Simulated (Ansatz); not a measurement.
Geometry optimisation, RKS CAM-B3LYP-D4/def2-SVP (Ansatz 0.2.0).

The input (input.yaml):

```yaml
crystal:
  periodic: [false, false, false]
  atoms:
    - { symbol: Si, position_ang: [0.1632, 0.02254, 0.11553] }
    - { symbol: H, position_ang: [0.481153, 0.022051, 1.523633] }
    - { symbol: H, position_ang: [1.596778, 0.022141, -0.053856] }
    - { symbol: Cl, position_ang: [-0.816153, 1.664059, -0.577113] }
    - { symbol: F, position_ang: [-0.594978, -1.290092, -0.420695] }
basis:
  gaussian: { orbitals: def2-SVP }
hamiltonian:
  xc: cam_b3lyp
  dispersion: d4
relax:
  f_tol: 0.03
  max_steps: 50
```

Run as:

```bash
$ ansatz run input.yaml --threads 1 --pin off --max-ram 2048MiB --backend cpu --events-out ev --progress --plain --runs-dir out
```

**Question.** Where does it end, and by what steps?

**Answer.** It converged. After 4 steps the energy has fallen by 0.582 eV; H2 moved furthest, 0.31 Å.

```csv
step,energy less start (eV),largest force component (eV/Å),accepted
0,0.0000,1.711,yes
1,-0.4930,0.532,yes
2,-0.5745,0.242,yes
3,-0.5817,0.081,yes
4,-0.5821,0.029,yes
```

```xyz
5
Properties=species:S:1:pos:R:3
Si 0.251 0.024 0.178
H 0.202 0.022 1.653
H 1.626 0.022 -0.360
Cl -0.744 1.670 -0.526
F -0.505 -1.297 -0.357
```

Whether the end is a true minimum wasn't checked by a vibrational analysis.

Time of the run: 13 s on 1 thread of AMD EPYC 7R43 64-Core Processor (Zen 3), on a shared host, peak memory 0.15 GiB.
